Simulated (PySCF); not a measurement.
Species: ethylidenecyclopropane, C₅H₈.
Numbering: `[CH3:1][CH:2]=[C:3]1[CH2:4][CH2:5]1`

NICS = −σ at a ghost point: NICS(0) at the centroid of the ring atoms, NICS(1) 1 Å to either side along the normal of their mean plane, zz for the tensor component along that normal. Level: GIAO PBE0/pcSseg-1 (PySCF, non-relativistic, gas phase) on the GFN2-xTB geometry, one conformer.

Ring bond lengths (Å), with Mayer bond orders in brackets: C3–C4 1.464 (0.97), C4–C5 1.517 (0.99), C5–C3 1.465 (0.96).

Q: What do the NICS probes read (ppm)?

A: 
| ring | type | NICS(0) | NICS(1), two faces | NICS(1)zz, two faces | rms pucker (Å) | centre to ring atoms, mean (Å) |
| --- | --- | --- | --- | --- | --- | --- |
| C3–C4–C5 | 3-membered carbocycle; formal bonds all single | -31.8 | -7.7 / -7.7 | -19.4 / -19.4 | 0.00 | 0.86 |

Q: What can be read from them?

A: 
- C3–C4–C5: mean NICS(1)zz -19.4 ppm, shielded. C4, C5 have four or more neighbours, so the value isn't read as a sign of a π ring current. A hydrogen on C5, outside the ring, lies only 1.46 Å from a NICS(1) probe, which then mostly feels that atom. NICS(0) lies 24 ppm below the mean NICS(1).

Q: At the first NICS(1) probe listed for ring C3–C4–C5, 1 Å off the ring, what do the in-plane components average?

A: The isotropic value is a third of the trace: (3 × -7.7 − (-19.4))/2 = -1.9 ppm.

Q: What are the shieldings of the ring atoms and their hydrogens in the same run (means over atoms taken as equivalent)?

A: 
| atoms | environment | σ isotropic (ppm) | principal values of the symmetric part, first atom (ppm) |
| --- | --- | --- | --- |
| C3 | fully substituted alkene carbon | 58.9 | -27.5, 16.5, 187.5 |
| C4 | allylic carbon | 181.8 | 158.2, 169.9, 217.4 |
| C5 | allylic carbon | 183.1 | 157.6, 170.1, 221.6 |
| H on C4 (×2) | methylene hydrogen | 30.65 | 25.7, 26.8, 39.5 |
| H on C5 (×2) | methylene hydrogen | 30.68 | 26.1, 26.5, 39.4 |
